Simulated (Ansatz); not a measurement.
# BSiNH (doublet): from Hartree-Fock to the top rungs, def2-TZVPP

The task here is to estimate one member of a computed series from the others.

Computed with Ansatz 0.2.0, Gaussian basis. Level: def2-TZVPP, core rule «outside noble gas», up to 7 orbitals frozen.

The runs, in order: UHF; ROHF; CCSD(T) on UHF.

2 further runs of the same task are left out: 2 set aside as unsound or not needed.

## What is computed

The geometry is a PBE0/def2-TZVP stationary point (not a proven minimum).

4 atoms, charge 0, spin multiplicity 2.

Atoms are counted from 1 here; the program's logs count them from 0.

Bond lengths: N1–B2 1.246 Å, N1–H4 0.993 Å, B2–Si3 1.991 Å. Angles: B2–N1–H4 180.0°, N1–B2–Si3 180.0°.

Set-up of the first run:

Contents of in.yaml:

```yaml
crystal:
  periodic: [false, false, false]
  atoms:
    - {symbol: N, position_ang: [0.000000, 0.000000, 0.872300]}
    - {symbol: B, position_ang: [0.000000, 0.000000, -0.373400]}
    - {symbol: Si, position_ang: [0.000000, 0.000000, -2.364200]}
    - {symbol: H, position_ang: [0.000000, 0.000000, 1.865300]}
basis:
  gaussian: {orbitals: def2-TZVPP}
magnetization: {spin_polarized: true, initial_magnetization: 1}
hamiltonian: {xc: hf}
output: {orbitals: {seedname: orbitals}}
```

Command:

```
> ansatz run in.yaml --threads 1 --pin off --events-out ev --progress --plain --max-ram 4096MiB --backend cpu
```

Among the steps run: UHF; ROHF; CCSD(T) on UHF.

One table of the session follows, with a row left open; its other results are not shown here.

| method | from UCCSD(T) (kcal/mol) |
| --- | --- |
| ROHF | ? |
| UHF | +256.94 |
| UMP2 | +27.96 |
| UCCSD | +12.63 |
| UCCSD(T) | 0 |

**Question.** Estimate the row for ROHF.

**Answer.** from UCCSD(T) (kcal/mol): +260.22. In the column «from UCCSD(T) (kcal/mol)» it is the highest.

With the free atoms at the same levels and basis (separate runs), the atomisation energy is 13.272 eV at UCCSD(T), 9.264 eV at ROHF.

Caveats from the session: Warnings: spin contamination; coupled cluster took another determinant than the lowest.
